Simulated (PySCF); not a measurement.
This PySCF input (PBE/def2-TZVP) gives -109.64950 Eh with 68 basis functions.

```python
import numpy as np, basis_set_exchange as bse
from pyscf import gto, scf, dft, df

basis = {'H': gto.basis.parse(bse.get_basis('def2-TZVP', elements=['H'], fmt='nwchem')), 'N': gto.basis.parse(bse.get_basis('def2-TZVP', elements=['N'], fmt='nwchem'))}
mol = gto.M(
    atom='''
    N    -0.00000000   -0.00000000   -0.43758825
    N     0.00000000    0.00000000    0.64838676
    H    -0.00000000   -0.00000000   -1.47558960
    ''',
    basis=basis,
    charge=1,
    verbose=4,
    max_memory=2160,
)
mf = dft.RKS(mol, xc='pbe')
mf.grids.level = 3
mf = mf.density_fit(auxbasis=df.autoaux(mol))
mf.conv_tol = 1e-9
mf.max_cycle = 100
print('smallest overlap eigenvalue', np.linalg.eigvalsh(mol.intor('int1e_ovlp'))[0])
mf.kernel()
dip = mf.dip_moment()
```

Change:
```diff
- basis = {'H': gto.basis.parse(bse.get_basis('def2-TZVP', elements=['H'], fmt='nwchem')), 'N': gto.basis.parse(bse.get_basis('def2-TZVP', elements=['N'], fmt='nwchem'))}
+ basis = {'H': gto.basis.parse(bse.get_basis('cc-pV5Z', elements=['H'], fmt='nwchem')), 'N': gto.basis.parse(bse.get_basis('cc-pV5Z', elements=['N'], fmt='nwchem'))}
```

Task: What does the run give now?

Result: -109.65715 Eh (PBE/cc-pV5Z, 237 functions), a change of -7.65 mEh.
